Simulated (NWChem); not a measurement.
# One shape, several levels: doublet C3H5F+

Wanted: a comparison of 5 runs (UB3LYP/def2-SVP, UBHLYP/def2-SVP, UCAM-B3LYP/def2-SVP, UM06-2X/def2-SVP, UPBE0/def2-SVP) of doublet C3H5F+. 

The results are computed with NWChem 7.3.0.

1 further run of the same task is left out (it didn't finish).

## 1. The molecule

C3H5F+ has 9 atoms, charge +1, and is taken as a doublet. As SMILES of the parent species, `C=CCF`. Geometry: relaxed at PBE0-D4/def2-TZVP. That shape belongs to the parent species and isn't relaxed for this state.

Bond lengths: C1–C2 1.324 Å, C2–C3 1.486 Å, C3–F4 1.387 Å, C1–H5 1.084 Å, C1–H6 1.086 Å, C2–H7 1.087 Å, C3–H8 1.096 Å, C3–H9 1.094 Å. Some angles: C1–C2–C3 123.6°, C2–C3–F4 110.3°, C1–C2–H7 120.6°, C3–C2–H7 115.9°, C2–C1–H5 121.7°, C2–C1–H6 121.3°, C2–C3–H8 111.1°, C2–C3–H9 111.2°, F4–C3–H8 106.9°, F4–C3–H9 108.2°.

## 2. The energy at UB3LYP/def2-SVP (run 1)

calc.nw

```
start calc
title "C3H5F energy"
memory stack 880 mb heap 220 mb global 1100 mb
charge 1

geometry noautosym nocenter noautoz
  C       -0.578000       1.122500      -0.608000
  C        0.352500       0.215400      -0.353400
  C        0.200500      -0.852800       0.668500
  F        0.430500      -2.098200       0.102300
  H       -0.422500       1.909200      -1.336700
  H       -1.531700       1.114000      -0.089100
  H        1.299800       0.230700      -0.886500
  H        0.929800      -0.730800       1.477200
  H       -0.806800      -0.852300       1.094700
end

basis spherical bse
  C library def2-SVP
  F library def2-SVP
  H library def2-SVP
end

dft
  xc b3lyp
  mult 2
  grid xfine
  convergence energy 1e-08
  iterations 100
  mulliken
  print low
end

task dft energy
```

Command:

```
$ nwchem calc.nw > calc.out
```

Output:

```text
[...]
 d= 0,ls=0.0,diis     1   -216.4550736501 -3.31D+02  1.45D-02  3.42D-01     4.5
[...]
 d= 0,ls=0.0,diis    14   -216.5894299873 -9.98D-09  2.24D-07  3.08D-10    59.9
[...]
         Total DFT energy =     -216.589429987318
      One electron energy =     -514.491202025696
           Coulomb energy =      211.575479361002
    Exchange-Corr. energy =      -28.254323868719
 Nuclear repulsion energy =      114.580616546095
[...]
      Total Density - Mulliken Population Analysis
     ---------------------------------------------
    Atom       Charge   Shell Charges
 -----------   ------   -------------------------------------------------------
    1 C    6     5.83   1.99  0.96  0.25  2.00  0.60  0.03
    2 C    6     5.99   1.99  0.98  0.27  2.02  0.69  0.04
    3 C    6     5.68   1.99  0.94  0.08  2.06  0.55  0.07
    4 F    9     9.18   1.99  1.15  0.80  3.32  1.92  0.01
    5 H    1     0.84   0.72  0.10  0.02
    6 H    1     0.86   0.72  0.11  0.02
    7 H    1     0.86   0.72  0.11  0.02
    8 H    1     0.86   0.71  0.12  0.02
    9 H    1     0.90   0.74  0.15  0.02
[...]
      <S2> =      0.7525 (Exact =     0.7500)
[...]
```

Wall time 61 s (1 thread of INTEL XEON PLATINUM 8581C at 2.10GHz (Emerald Rapids), shared host); peak memory 0.14 GiB.

## 3. The energy at UBHLYP/def2-SVP (run 2)

mymol.xyz

```xyz
9

C     -0.578000     1.122500    -0.608000
C      0.352500     0.215400    -0.353400
C      0.200500    -0.852800     0.668500
F      0.430500    -2.098200     0.102300
H     -0.422500     1.909200    -1.336700
H     -1.531700     1.114000    -0.089100
H      1.299800     0.230700    -0.886500
H      0.929800    -0.730800     1.477200
H     -0.806800    -0.852300     1.094700
```

mymol.nw

```
start mymol
memory 2200 mb
charge 1
geometry noautosym nocenter noautoz
  load mymol.xyz
end
basis spherical bse
  * library def2-SVP
end
dft
  xc bhlyp
  mult 2
  grid xfine
  convergence energy 1e-08
  maxiter 100
  mulliken
  noprint "final vectors analysis"
end
task dft energy
```

Command:

```
$ nwchem mymol.nw > mymol.out
```

Output:

```text
[...]
          Wavefunction type:  spin polarized.
          No. of atoms     :     9
          No. of electrons :    31
[...]
          Charge           :     1
          Spin multiplicity:     2
[...]
          AO basis - number of functions:    81
[...]
              XC Information
              --------------
                        BHLYP Method XC Functional
                     Hartree-Fock (Exact) Exchange  0.500
                        Slater Exchange Functional  0.500 local
                    Becke 1988 Exchange Functional  0.500 non-local
              Lee-Yang-Parr Correlation Functional  1.000
[...]
 d= 0,ls=0.0,diis     1   -216.3477164410 -3.31D+02  9.00D-03  3.16D-01     4.1
[...]
 d= 0,ls=0.0,diis    13   -216.4780032367 -6.83D-09  4.24D-07  3.64D-10    53.9
[...]
         Total DFT energy =     -216.478003236709
      One electron energy =     -514.506043748965
           Coulomb energy =      211.627696477609
    Exchange-Corr. energy =      -28.180272511448
 Nuclear repulsion energy =      114.580616546095
[...]
      Total Density - Mulliken Population Analysis
     ---------------------------------------------
    Atom       Charge   Shell Charges
 -----------   ------   -------------------------------------------------------
    1 C    6     5.83   1.99  0.96  0.25  1.97  0.62  0.03
    2 C    6     5.97   1.99  0.98  0.27  1.99  0.70  0.04
    3 C    6     5.66   1.99  0.92  0.10  2.03  0.56  0.07
    4 F    9     9.26   1.99  1.14  0.81  3.33  1.99  0.01
    5 H    1     0.83   0.72  0.09  0.03
    6 H    1     0.84   0.72  0.09  0.03
    7 H    1     0.83   0.72  0.09  0.02
    8 H    1     0.87   0.72  0.12  0.03
    9 H    1     0.91   0.75  0.14  0.02
[...]
      <S2> =      0.7524 (Exact =     0.7500)
[...]
```

It took 55 s on 1 thread of INTEL XEON PLATINUM 8581C at 2.10GHz (Emerald Rapids), shared host; peak memory 0.14 GiB.

## 4. A single-point energy at UCAM-B3LYP/def2-SVP (run 3)

job.xyz

```xyz
9
C3H5F
C     -0.578000     1.122500    -0.608000
C      0.352500     0.215400    -0.353400
C      0.200500    -0.852800     0.668500
F      0.430500    -2.098200     0.102300
H     -0.422500     1.909200    -1.336700
H     -1.531700     1.114000    -0.089100
H      1.299800     0.230700    -0.886500
H      0.929800    -0.730800     1.477200
H     -0.806800    -0.852300     1.094700
```

run.py

```python
from ase.io import read
from ase.calculators.nwchem import NWChem

mol = read('job.xyz')

calc = NWChem(
    label='job',
    theory='dft',
    memory='2200 mb',
    basis='def2-SVP',
    basispar='spherical bse',
    charge=1,
    dft={'xc': 'xcamb88 1.00 lyp 0.81 vwn_5 0.19 hfexch 1.00', 'cam': '0.33 cam_alpha 0.19 cam_beta 0.46', 'mult': '2', 'grid': 'xfine', 'convergence': 'energy 1e-08', 'direct': None, 'iterations': '100', 'mulliken': None},
    task='energy',
)
mol.calc = calc

print("Total energy (eV):", round(mol.get_potential_energy(), 6))
```

Command:

```
$ export ASE_NWCHEM_COMMAND="nwchem PREFIX.nwi > PREFIX.nwo"
$ python run.py
```

Output:

```text
Total energy (eV): -5890.948481
```

The calculator wrote job.nwi:

```
title "job"

permanent_dir job

scratch_dir job

start job

geometry units angstrom nocenter noautosym noautoz
  C  -5.7799999999999996e-01 1.1225000000000001e+00 -6.0799999999999998e-01
  C  3.5249999999999998e-01 2.1540000000000001e-01 -3.5339999999999999e-01
  C  2.0050000000000001e-01 -8.5280000000000000e-01 6.6849999999999998e-01
  F  4.3049999999999999e-01 -2.0981999999999998e+00 1.0230000000000000e-01
  H  -4.2249999999999999e-01 1.9092000000000000e+00 -1.3367000000000000e+00
  H  -1.5317000000000001e+00 1.1140000000000001e+00 -8.9099999999999999e-02
  H  1.2998000000000001e+00 2.3069999999999999e-01 -8.8649999999999995e-01
  H  9.2979999999999996e-01 -7.3080000000000001e-01 1.4772000000000001e+00
  H  -8.0679999999999996e-01 -8.5229999999999995e-01 1.0947000000000000e+00
end

charge 1

memory 2200 mb

basis spherical bse noprint
   * library def2-SVP
end

dft
  xc xcamb88 1.00 lyp 0.81 vwn_5 0.19 hfexch 1.00
  cam 0.33 cam_alpha 0.19 cam_beta 0.46
  mult 2
  grid xfine
  convergence energy 1e-08
  direct
  iterations 100
  mulliken
end

task dft energy
```

job.nwo:

```text
Northwest Computational Chemistry Package (NWChem) 7.3.0
             --------------------------------------------------------

           Job information
           ---------------

    nwchem branch   = 7.3.0
    use scalapack   = T
    input           = job.nwi
    prefix          = job.
    data base       = job/job.db
    status          = startup
    nproc           =        1

           Memory information
           ------------------

    heap     =     72089598 doubles =      550.0 Mbytes
    stack    =     72089595 doubles =      550.0 Mbytes
    global   =    144179200 doubles =     1100.0 Mbytes (distinct from heap & stack)
    total    =    288358393 doubles =     2200.0 Mbytes
    verify   = yes
    hardfail = no

           Directory information
           ---------------------

  0 permanent = job
  0 scratch   = job

                                NWChem Input Module
                                -------------------

                                        job
                                        ---

[... 25 lines left out ...]
            Nuclear Dipole moment (a.u.)
[... 68 lines left out ...]
  convergence criterion.
[... 17 lines left out ...]
          Convergence on density requested:  1.00D-05
[... 28 lines left out ...]
          Spatial weights used:  Erf1
[... 3 lines left out ...]
          Convergence aids based upon iterative change in
[... 94 lines left out ...]
         Total DFT energy =     -216.488365427604
[... 1 line left out ...]
           Coulomb energy =      211.594514800753
[... 1 line left out ...]
 Nuclear repulsion energy =      114.580616546095
[... 578 lines left out ...]
                     DFT Final Beta Molecular Orbital Analysis
[... 650 lines left out ...]
   alpha     71     72     73     74     75     76     77     78     79     80
    beta     71     72     73     74     75     76     77     78     79     80
 overlap   0.999  0.999  1.000  1.000  1.000  1.000  1.000  1.000  1.000  1.000

   alpha     81
    beta     81
 overlap   1.000

     --------------------------
     Expectation value of S2:
     --------------------------
      <S2> =      0.7526 (Exact =     0.7500)

 center of mass
 --------------
 x =   0.23113438 y =  -1.01847238 z =  -0.04122166

 moments of inertia (a.u.)
 ------------------
         408.272504209991          86.961399020839         -19.166092064643
          86.961399020839         113.756372912222          91.542781376575
         -19.166092064643          91.542781376575         397.217672262830

     Multipole analysis of the density
     ---------------------------------

     L   x y z        total         alpha         beta         nuclear
     -   - - -        -----         -----         ----         -------
     0   0 0 0      1.000000    -16.000000    -15.000000     32.000000

     1   1 0 0     -0.213432     -3.027503     -3.220013      6.034084
[... 8 lines of this table left out ...]
     2   0 0 2    -12.578827    -28.441455    -25.932932     41.795559

 Task  times  cpu:       85.9s     wall:       85.9s
 Total times  cpu:       86.0s     wall:       86.0s
```

Wall time 87 s (1 thread of INTEL XEON PLATINUM 8581C at 2.10GHz (Emerald Rapids), shared host); peak memory 0.14 GiB.

Run 4 isn't shown in full; the table further down has it.

## 5. A single-point energy at UPBE0/def2-SVP (run 5)

nw.nw

```
echo
START nw
memory stack 880 mb heap 220 mb global 1100 mb
charge 1
GEOMETRY units angstroms noautosym nocenter noautoz
C       -0.578000       1.122500      -0.608000
C        0.352500       0.215400      -0.353400
C        0.200500      -0.852800       0.668500
F        0.430500      -2.098200       0.102300
H       -0.422500       1.909200      -1.336700
H       -1.531700       1.114000      -0.089100
H        1.299800       0.230700      -0.886500
H        0.929800      -0.730800       1.477200
H       -0.806800      -0.852300       1.094700
END
BASIS spherical bse
* library def2-SVP
END
DFT
xc pbe0
mult 2
grid xfine
convergence energy 1e-08
iterations 100
mulliken
noprint "final vectors analysis"
END
TASK dft energy
```

Command:

```
$ nwchem nw.nw > nw.out
```

Output:

```text
[...]
          Wavefunction type:  spin polarized.
          No. of atoms     :     9
          No. of electrons :    31
[...]
          Charge           :     1
          Spin multiplicity:     2
[...]
          AO basis - number of functions:    81
[...]
              XC Information
              --------------
                         PBE0 Method XC Functional
                     Hartree-Fock (Exact) Exchange  0.250
          PerdewBurkeErnzerhof Exchange Functional  0.750
            Perdew 1991 LDA Correlation Functional  1.000 local
           PerdewBurkeErnz. Correlation Functional  1.000 non-local
[...]
 d= 0,ls=0.0,diis     1   -216.2123547473 -3.31D+02  1.32D-02  3.42D-01     4.3
[...]
 d= 0,ls=0.0,diis    14   -216.3462905163 -9.43D-09  3.57D-07  2.59D-10    57.2
[...]
         Total DFT energy =     -216.346290516264
      One electron energy =     -514.465369922833
           Coulomb energy =      211.546364856362
    Exchange-Corr. energy =      -28.007901995888
 Nuclear repulsion energy =      114.580616546095
[...]
      Total Density - Mulliken Population Analysis
     ---------------------------------------------
    Atom       Charge   Shell Charges
 -----------   ------   -------------------------------------------------------
    1 C    6     5.85   1.99  0.96  0.26  1.99  0.63  0.03
    2 C    6     6.01   1.99  0.98  0.28  2.00  0.73  0.04
    3 C    6     5.72   1.99  0.93  0.12  2.04  0.58  0.07
    4 F    9     9.20   1.99  1.14  0.80  3.31  1.95  0.01
    5 H    1     0.82   0.72  0.08  0.03
    6 H    1     0.83   0.72  0.09  0.03
    7 H    1     0.83   0.72  0.09  0.02
    8 H    1     0.84   0.71  0.10  0.03
    9 H    1     0.88   0.73  0.12  0.02
[...]
      <S2> =      0.7528 (Exact =     0.7500)
[...]
```

Run time: 58 s. Hardware: 1 thread of INTEL XEON PLATINUM 8581C at 2.10GHz (Emerald Rapids), shared host; peak memory 0.14 GiB.

## 6. Overview of the runs

```
run                level  energy (Eh)   ⟨S²⟩  wall time
  1      UB3LYP/def2-SVP  -216.589430  0.752       61 s
  2      UBHLYP/def2-SVP  -216.478003  0.752       55 s
  3  UCAM-B3LYP/def2-SVP  -216.488365  0.753       87 s
  4     UM06-2X/def2-SVP  -216.484042  0.753       78 s
  5       UPBE0/def2-SVP  -216.346291  0.753       58 s
```

## 7. Outcome

| quantity | value |
| --- | --- |
| run 5: total energy | -216.34629 Eh |
| run 5: ⟨S²⟩ | 0.753 |

In words: Totals of different functionals can't be ranked against each other. All runs together took 5.6 min, the longest 87 s.
